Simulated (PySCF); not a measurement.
## Ionisation of vinylidene fluoride

Parent: vinylidene fluoride, `C=C(F)F` (C2H2F2). Coordinates in Å; atoms count from 1 in this order:
```
C     0.6414   -0.3528   -0.0503
C    -0.5157    0.2858    0.0273
F    -1.6910   -0.2911    0.0832
F    -0.6540    1.5886    0.0601
H     1.5684    0.2158   -0.0922
H     0.6566   -1.4407   -0.0719
```

Energies: ωB97X-D3(BJ)/ma-def2-TZVP (PySCF, density fitting, integration grid level 2) on PBE0-D3(BJ)/def2-SVP structures. Zero-point and thermal terms (298.15 K, 1 bar) come from unscaled PBE0-D3(BJ)/def2-SVP harmonic frequencies, with soft modes damped to free rotors in the entropy.

Frontier levels of the parent: HOMO -10.21 eV, LUMO 1.23 eV.

Oxidation to the radical cation:
- Vertical ionisation energy (electronic): 10.44 eV
- Adiabatic ionisation energy (with zero-point energy): 10.11 eV
- Adiabatic, electronic part: 10.12 eV
- Vertical gap at the product's structure: 9.62 eV
- Inner reorganisation energy (four-point): 818 meV
- Relaxation of product / of parent: 318 / 500 meV
- ⟨S²⟩ of the product: 0.752
- Largest spin populations: C1 0.71, C2 0.18
- Largest changes of atomic charge: C1 0.31, C2 0.21, F4 0.16, F3 0.16
- Distances that move most (Å): C1–C2 1.324 → 1.414; C2–F4 1.311 → 1.253; C2–F3 1.310 → 1.253; C1–H 1.088 → 1.096
- Potential in acetonitrile: 7.27 V absolute, 2.72 V against Fc+/Fc computed at 4.54 V (solvation -6 → -278 kJ/mol)

Solvents are IEF-PCM continua (electrostatics only, gas-phase structures); absolute potentials refer to an electron at rest in vacuum. Fc+/Fc in acetonitrile, 4.54 V, is ωB97X-D3(BJ)/ma-def2-TZVP on PBE0-D3(BJ)/def2-SVP structures with GFN2-xTB thermal terms. Benchmark calculations put it near 5.0 V in acetonitrile and DMSO, so it is about 0.5 V low, and the value against it can read up to that much too high.

Measured values (NIST Chemistry WebBook, evaluated or the median of agreeing entries): vertical ionisation energy 10.70 eV (computed 10.44, difference -0.25); adiabatic ionisation energy 10.29 eV (computed 10.11, difference -0.18).

Differences come from unrounded values, so a last digit can differ from that of the printed terms.
